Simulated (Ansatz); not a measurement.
hcp Be was calculated with PBEsol (plane waves, PAW; Ansatz, a first-principles code).

Settings: plane-wave cutoff 520 eV, 24×24×12 k mesh (along the axes of the cell as run), Fermi–Dirac smearing 0.1 eV, perturbation theory, scalar-relativistic PAW data made under PBE.

Computed at the level's own relaxed cell.

Space group P6₃/mmc (No. 194); a = 2.257 Å, b = 2.257 Å, c = 3.553 Å, α = 90.00°, β = 90.00°, γ = 120.00°

```tsv
atom	site	symmetry	x	y	z
Be	2c	-6m2	0.3333	0.6667	0.2500
```

Harmonic phonon frequencies (cm⁻¹; i marks an imaginary mode):

```json
[
 {"q point": "Γ", "frequencies": "[?]"},
 {"q point": "M", "frequencies": "407 433 583 589 605 616"},
 {"q point": "K", "frequencies": "510 510 511 511 549 652"}
]
```

What belongs in the gaps?


- Γ, frequencies: 0 0 0 468 468 701

No imaginary mode appears at these points.
